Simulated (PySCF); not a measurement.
**NO: frontier orbitals**

MN15 at R = 1.231 Å; basis N STO-3G, O STO-3G; no relativity; PySCF 2.14. State: ²Π (doublet), unpaired electrons π ↑. Only the outer orbitals are listed, counted within each symmetry.

```tsv
spin	orbital	occ.	ε (eV)	on N (%)	main shells (%)
α	3σ	1	-31.61	36	55 O s, 26 N s, 10 N p
α	4σ	1	-17.20	49	48 N s, 34 O s, 17 O p
α	1π	1	-12.08	41	59 O p, 41 N p
α	1π	1	-11.49	40	60 O p, 40 N p
α	5σ	1	-10.72	58	40 N p, 37 O p, 19 N s
α	2π	1	-4.20	59	59 N p, 41 O p
α	2π	0	0.83	60	60 N p, 40 O p
α	6σ	0	13.53	56	49 N p, 38 O p
β	3σ	1	-30.97	34	57 O s, 24 N s, 10 N p
β	4σ	1	-16.37	48	47 N s, 34 O s, 19 O p
β	1π	1	-11.07	37	63 O p, 37 N p
β	1π	1	-10.29	36	64 O p, 36 N p
β	5σ	1	-10.00	60	39 N p, 36 O p, 21 N s
β	2π	0	1.44	63	63 N p, 37 O p
β	2π	0	2.22	64	64 N p, 36 O p
β	6σ	0	13.87	58	50 N p, 36 O p
```

Which are the highest filled and the lowest empty level, where do they sit, and how wide is the gap?

Highest filled α 2π at -4.20 eV (in %: 59 N p, 41 O p); lowest empty α 2π at 0.83 eV (in %: 60 N p, 40 O p); the gap at MN15 is 5.03 eV. Both belong to one degenerate shell, split only by its one-sided filling, so this is no excitation gap. An empty level above zero is unbound, and its energy depends on the basis.

The bond order (Mayer) is 2.38. The ⟨S²⟩ is 0.752. The charge on N (Mulliken, basis-dependent) is 0.02. The charge on N (Löwdin, basis-dependent) is -0.03 and the dipole moment (positive dipole means N(−)O(+)) is 0.33 D.

STO-3G is very small, so such numbers show the basis as much as the molecule. The state is the lowest determinant that a PBE0 search found; another state may lie lower at other levels.
